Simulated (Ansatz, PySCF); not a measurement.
System: C₃H₇O, net charge 0, doublet state. It need not be the lowest isomer of its formula. 
Structure (B3LYP-D3(BJ)/def2-TZVP (Ansatz, a first-principles code) minimum search):
```xyz
11

O     -0.0336     1.3524    -0.1913
C     -0.0230     0.0261     0.3439
H      0.7975     1.7801     0.0409
H      0.1030     0.0869     1.4415
C     -1.3380    -0.5860     0.0500
C      1.1470    -0.7908    -0.2108
H      1.0799    -0.8495    -1.2976
H     -2.1725     0.0406    -0.2265
H      2.0998    -0.3278     0.0582
H     -1.4939    -1.6419     0.2178
H      1.1393    -1.8033     0.1974
```
Charge 0, spin multiplicity 2.

Total electronic energies in hartree. Cores are frozen in the correlated levels unless marked. UHF or UKS for open shells. Spin-orbit coupling is left out. Non-relativistic. CBS marks a two-point X^-3 extrapolation of the correlation energy; Hartree-Fock from the larger set. [CCSD(T)-MP2]/basis is that difference in the basis named.

```csv
level,program,energy (Eh)
HF/STO-3G,Ansatz,-190.06749
RI-HF/cc-pVQZ,Ansatz,-192.57445
r2SCAN-D4/def2-TZVPD,Ansatz + dftd4,-193.65462
B97M-V/def2-TZVPD,Ansatz,-193.73905
B3LYP-D3(BJ)/def2-TZVPD,Ansatz + dftd3,-193.78208
B3LYP/def2-TZVPD,Ansatz,-193.77101
BHLYP-D3(BJ)/def2-TZVPD,Ansatz + dftd3,-193.65870
BHLYP/def2-TZVPD,Ansatz,-193.65042
TPSSh-D3(BJ)/def2-TZVPD,PySCF + dftd3,-193.78145
r2SCANh-D4/def2-TZVPD,Ansatz + dftd4,-193.64635
r2SCAN0-D4/def2-TZVPD,Ansatz + dftd4,-193.63487
HSE06-D4/def2-TZVPD,Ansatz + dftd4,-193.52938
HSE06/def2-TZVPD,Ansatz,-193.52483
CAM-B3LYP-D4/def2-TZVPD,Ansatz + dftd4,-193.67474
LC-wPBE-D3(BJ)/def2-TZVPD,Ansatz + dftd3,-193.65507
B2GP-PLYP-D3(BJ)/def2-TZVPD,Ansatz + dftd3,-193.55906
MP2/aug-cc-pVDZ,Ansatz,-193.13826
MP2/cc-pVDZ,Ansatz,-193.09142
SCS-MP2/cc-pVDZ,Ansatz,-193.08660
CCSD/cc-pVDZ,Ansatz,-193.14153
CCSD(T)/STO-3G,Ansatz,-190.29908
CCSD(T)/aug-cc-pVDZ,Ansatz,-193.20751
"RI-MP2/CBS(cc-pVTZ,cc-pVQZ)+[CCSD(T)-MP2]/cc-pVDZ",Ansatz,-193.4666
```

Totals of different functionals don't rank their quality; only differences between species are comparable.
